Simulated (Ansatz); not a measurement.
System (SMILES): OCl (OH-Cl).
Atoms: O1, H2, Cl3. Bonds: O1-H2, O1-Cl3.

Basis-set convergence of the optimised O1-H2 bond length at PBE0 with Ansatz (a first-principles code). Cartesian d functions, on some or all atoms, in 6-31G**, 6-31+G*, 6-311+G**; all else is spherical. The program fits the integrals of some runs and decomposes those of others, by size. No added dispersion term, no relativity. Reference: the value in aug-pcseg-3, 0.9629 Å, itself unsure by roughly 0.0001 Å (its mean distance from aug-cc-pV(Q+d)Z, def2-QZVPPD, pcseg-3). Deviations are taken from unrounded values.

| basis | functions | optimised O1-H2 bond length (Å) | minus reference (Å) |
|---|---|---|---|
| 3-21G | 24 | 1.0029 | 0.0400 |
| pcseg-0 | 24 | 1.0066 | 0.0437 |
| 6-31G** | 39 | 0.9681 | 0.0051 |
| 6-31+G* | 44 | 0.9720 | 0.0090 |
| 6-311+G** | 59 | 0.9648 | 0.0018 |
| def2-TZVPD | 95 | 0.9658 | 0.0028 |
| aug-pcseg-2 | 119 | 0.9633 | 0.0003 |
| cc-pV(Q+d)Z | 149 | 0.9629 | 0.0000 |
| aug-pcseg-3 | 223 | 0.9629 | 0.0000 |
